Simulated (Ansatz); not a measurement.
Relaxation of C4H9N (14 atoms, charge 0, multiplicity 1), to a largest force component of 0.02 eV/Å in at most 50 steps.

All numbers below come from UKS PBE-D4/6-31G (Ansatz).

```xyz
14
Properties=species:S:1:pos:R:3
C -1.263 -0.250 0.659
C 0.111 -0.161 0.174
C 1.082 -0.726 1.132
C 0.584 0.339 -1.015
N -0.247 0.874 -2.025
H -1.595 -1.220 0.886
H -1.403 0.407 1.553
H -1.985 0.178 -0.104
H 1.086 -0.157 2.132
H 0.891 -1.778 1.374
H 2.130 -0.674 0.786
H 1.585 0.311 -1.265
H 0.197 1.607 -2.572
H -1.187 1.220 -1.687
```

Q: Where does it end, and by what steps?

A: The forces met the threshold. Limits of this set-up: no polarisation functions. After 11 steps the energy has fallen by 0.438 eV; H8 moved furthest, 0.45 Å.

```csv
step,energy less start (eV),largest force component (eV/Å),accepted
0,0.0000,3.681,yes
1,-0.3408,1.293,yes
2,-0.4067,0.253,yes
3,-0.4288,0.258,yes
4,-0.4301,0.390,yes
5,-0.4305,0.293,yes
6,-0.4299,0.470,no
7,-0.4357,0.247,yes
8,-0.4373,0.042,yes
9,-0.4376,0.054,yes
10,-0.4377,0.021,yes
11,-0.4378,0.007,yes
```

```xyz
14
Properties=species:S:1:pos:R:3
C -1.300 -0.148 0.661
C 0.149 -0.115 0.231
C 1.149 -0.725 1.184
C 0.554 0.401 -0.962
N -0.250 0.925 -1.971
H -1.755 -1.152 0.538
H -1.396 0.111 1.733
H -1.930 0.570 0.102
H 1.116 -0.236 2.179
H 0.950 -1.803 1.360
H 2.181 -0.640 0.801
H 1.622 0.410 -1.206
H 0.157 1.450 -2.733
H -1.259 0.924 -1.889
```

The run took 100 s on 1 thread of Arm Neoverse N1 (shared host), peak memory 0.16 GiB.
